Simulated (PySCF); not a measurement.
# Which basis set comes closest?

Molecule: Carbon suboxide (O=C=C=C=O, C3O2).

Geometry:
```csv
atom,x (Å),y (Å),z (Å)
O1,-2.138,-0.235,1.179
C2,-1.122,-0.123,0.631
C3,0.000,0.000,0.026
C4,1.122,0.123,-0.580
O5,2.138,0.235,-1.128
```

Geometry PBE0-D3(BJ)/def2-SVP throughout; GIAO in PySCF 2.14, gas phase, one conformer, non-relativistic; equivalent atoms averaged; functional PBE0.

Reference values (measured; gas or nonpolar solvent (not told per row); T. W. Keal, PhD thesis, Durham 2005): δ(C3) = -7.6 ppm vs CH4, δ(C2/C4) = 136.7 ppm vs CH4. Computed shifts are taken against CH4, calculated as an isolated molecule at each level.

Question: How do the basis sets STO-3G, 6-31G, pcSseg-0, 6-31G*, def2-SVP, cc-pVDZ, pcSseg-1, aug-cc-pVDZ, 6-311+G(2d,p), cc-pVTZ, def2-TZVP, IGLO-III, pcSseg-2 perform against the reference? Times are CPU seconds on shared hosts with different chips, so compare them loosely.

Answer: 
```csv
basis set,functions,C3,C2/C4,mean abs. error C,core-s
STO-3G,25,-1.4,78.6,32.1,1.2
6-31G,45,-7.0,113.5,11.9,2.4
pcSseg-0,45,-3.2,129.9,5.6,1.9
6-31G*,70,-13.9,111.3,15.8,3.2
def2-SVP,70,-9.5,117.0,10.8,2.8
cc-pVDZ,70,-11.2,118.4,10.9,2.9
pcSseg-1,85,-14.1,129.3,6.9,4.6
aug-cc-pVDZ,115,-12.8,122.3,9.8,4.8
"6-311+G(2d,p)",135,-13.3,129.3,6.5,6.8
cc-pVTZ,150,-13.9,127.9,7.5,6.5
def2-TZVP,155,-15.5,128.5,8.0,8.5
IGLO-III,175,-13.4,131.2,5.7,8.2
pcSseg-2,180,-13.5,132.2,5.2,10
```

For 13C the closest is pcSseg-2 (5.2 ppm) and the furthest STO-3G (32.1 ppm). Where a smaller basis beats a larger one, errors probably cancel; the largest sets show where the functional converges. One molecule is a small sample, and vibrational effects are absent from the calculation.

A small basis that lands close on one nucleus may do so by chance; judge by the trend and by all nuclei.
